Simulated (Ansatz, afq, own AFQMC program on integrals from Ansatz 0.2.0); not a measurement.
BH$_{3}$Cl, doublet: AFQMC among the cluster methods

```xyz
5

Cl   -0.7679    0.0000    0.0000
H     0.6011    0.0000    0.0000
B     1.9951    0.0000    0.0000
H     2.5042    0.0000    1.0770
H     2.5042    0.0000   -1.0770
```

Connectivity, by distances: Cl ··· BH2, 1 bridging H.

Basis cc-pVTZ. Noble-gas cores (and the filled d shells of Ga–Kr and In–Xe) are frozen. Ansatz 0.2.0 and our own AFQMC program on the same integrals; the CISD trial comes from CCSD amplitudes, and released means the phaseless constraint is let go. Uncertainties: one standard error, sampling alone.

Determinant: UHF, the one that the program's search chose, which needn't be the lowest solution. The geometry is a point of a scan.

No full CI on the walks' own integrals is used here. The released AFQMC energy serves as the reference, which it does only where one determinant dominates, the energy is flat over the last release times and near the phaseless one (40 meV or 2 meV an electron, half that with transition metals). On small molecules, where full CI could be run and the noise was under 10 meV, such values lay within 10 meV of it in 19 cases of 20, a flattering rate, since the rule was set on those same cases; what remains of the bias isn't in the error bar.

Cautions: the released value is read at 2.40 1/Eh (meV from the phaseless value at times in 1/Eh: 0 ± 4 at 0.24, -2 ± 4 at 0.51, -3 ± 4 at 0.99, -5 ± 4 at 1.62, -7 ± 9 at 2.40).

The T1 diagnostic is 0.0120. The weight of the determinant in the CISD state is 0.872, the ⟨S²⟩ of the determinant is 0.771 and the size of the correlated space is 13 electrons in 100 orbitals.

(1) Estimate: order these by the size of their error in total energy against AFQMC with the constraint released, smallest first.
A. MP2
B. CCSD(T)
C. CCSD
D. phaseless AFQMC with a CISD trial

(1) D (0.7 ± 1.0 kJ/mol), B (4.4 ± 0.8 kJ/mol), C (34.8 ± 0.8 kJ/mol), A (133.6 ± 0.8 kJ/mol).

Reference: AFQMC with the constraint released, correlation energy -9.523 ± 0.009 eV.

A walk keeps the symmetry of its determinant, which the program's search chose and which needn't be the lowest solution, so a lower state of the same spin and another symmetry isn't excluded. Released energies are given only where the last usable release times agree within the noise; a slower fall can still hide under it.
